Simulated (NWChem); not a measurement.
Species: acetylene (C₂H₂); SMILES C#C

```xyz
4

C      0.0000     0.0000    -0.6026
C      0.0000     0.0000     0.6026
H      0.0000     0.0000    -1.6690
H      0.0000     0.0000     1.6690
```
Atoms are numbered in this order, from 1.

All runs: NWChem. Geometry: optimised at B3LYP/6-31G* (spherical d). Atomic charges in e: unrestrained fits to the electrostatic potential beside Mulliken populations; the two definitions need not agree.

Q: Estimate the computed values for B3LYP/def2-SVP. Quantities: ESP C1; Mulliken C1; ESP C2; Mulliken C2; relative RMS misfit of the potential (%).

A: The ESP C1 is -0.25 and the Mulliken C1 is -0.02. The ESP C2 is -0.24 and the Mulliken C2 is -0.02. The relative RMS misfit of the potential (%) is 29.
